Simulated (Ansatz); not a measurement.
Program: Ansatz. Geometries: PBE0-D4/def2-TZVP. ΔE: electronic, gas phase. CCSD(T)/CBS is the MP2 limit (def2-TZVPP, def2-QZVPP) plus CCSD(T) − MP2 in def2-TZVPP, frozen cores. This one scheme is used for every species. Functionals use def2-TZVPP. One conformer a species, not always the lowest.

Reaction (substitution at a C–C bond): `C=C(C)C(C)C` + HCl → `C=C(C)Cl` + `CCC`

```tsv
species	ωB97X-V energy (Eh)
`C=C(C)C(C)C`	-235.87048
HCl	-460.74877
`C=C(C)Cl`	-577.46370
`CCC`	-119.14877
```

Q: Work out ΔE.

A: ΔE = (-577.46370) + (-119.14877) − (-235.87048) − (-460.74877) = 0.00678 Eh = +17.8 kJ/mol. CCSD(T)/CBS gives +23.3 kJ/mol.

Largest T1 diagnostic among the species: 0.010.

From r2SCAN to r2SCAN0 (25 % exact exchange), in def2-TZVPP and without D4, ΔE moves by +3.5 kJ/mol. In def2-TZVPP, CCSD(T) changes the Hartree–Fock value by +16.3 kJ/mol (the triples alone add +0.9 kJ/mol) and MP2 by +17.3 kJ/mol. Leaving LDA and LC-ωPBE aside and taking each functional with its dispersion term where it has one, the values, not all of them listed here, spread over 8.1 kJ/mol, from PBE-D4 to ωB97M-V. LDA lies +15.6 kJ/mol from PBE without D4.
